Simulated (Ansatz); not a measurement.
hcp Zn, treated with r²SCAN (Ansatz, an electronic-structure program, plane waves, PAW).

Numerical settings: plane-wave cutoff 560 eV, 24×24×12 k mesh (along the axes of the cell as run), Fermi–Dirac smearing 0.05 eV, scalar-relativistic PAW data made under PBE.

Cell (relaxed at this level):

```
CELL_PARAMETERS angstrom
      1.30260    -2.25617     0.00000
      1.30260     2.25617     0.00000
      0.00000     0.00000     4.92371
ATOMIC_POSITIONS crystal
  Zn 0.33333 0.66667 0.25000
  Zn 0.66667 0.33333 0.75000
```

Q: Give the computed bulk modulus and pressure derivative B′ of the bulk modulus.

A: 
- bulk modulus = 75.6 GPa
- pressure derivative B′ of the bulk modulus = 7.1

The run finds no gap.

Measured, for comparison: bulk modulus 69.7 GPa (zero-point energy and finite temperature contributions removed, our sources range from 64.7 to 69.7; as tabulated in doi:10.1021/acs.jctc.3c00612). Computed (rounded) less measured: bulk modulus +8 % (+8 % to +17 % over the range).

Note: the bulk modulus comes from volumes at which shape and atoms were relaxed.

Computed values are for the static lattice.

The result took roughly 5 core-minutes.
